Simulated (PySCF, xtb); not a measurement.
Bonds broken one at a time in the series C Cl-H. Gas-phase values, no solvent. Strings in code marks are SMILES.

Quantity: homolytic bond dissociation enthalpy at 298 K (no spin–orbit term), in kJ/mol. Thermal and zero-point terms are GFN2-xTB rigid-rotor harmonic values (xtb).

Level 1: B3LYP/3-21G // PBE0-D3(BJ)/def2-TZVP (PySCF)
Level 2: BP86/6-31G* // PBE0-D3(BJ)/def2-TZVP (PySCF)
Level 3: PBE/6-31G* // PBE0-D3(BJ)/def2-TZVP (PySCF)
Level 4: HF/3-21G // PBE0-D3(BJ)/def2-TZVP (PySCF)

```tsv
species	level 1	level 2	level 3	level 4
Cl–C bond of `ClCCl`, giving `[CH2]Cl` and `[Cl]`	___	331.4	___	153.6
Cl–C bond of `ClC(Cl)Cl`, giving `Cl[CH]Cl` and `[Cl]`	270.9	302.5	310.2	141.5
C–Cl bond of `CCl`, giving `[CH3]` and `[Cl]`	297.5	360.0	368.3	___
Cl–C bond of `ClC(Cl)(Cl)Cl`, giving `Cl[C](Cl)Cl` and `[Cl]`	251.7	___	277.6	120.6
```

Problem. What belongs in the gaps?

Solution. 
- Cl–C bond of `ClCCl`, giving `[CH2]Cl` and `[Cl]`, level 1: 285.0
- Cl–C bond of `ClCCl`, giving `[CH2]Cl` and `[Cl]`, level 3: 339.4
- C–Cl bond of `CCl`, giving `[CH3]` and `[Cl]`, level 4: 159.2
- Cl–C bond of `ClC(Cl)(Cl)Cl`, giving `Cl[C](Cl)Cl` and `[Cl]`, level 2: 269.9
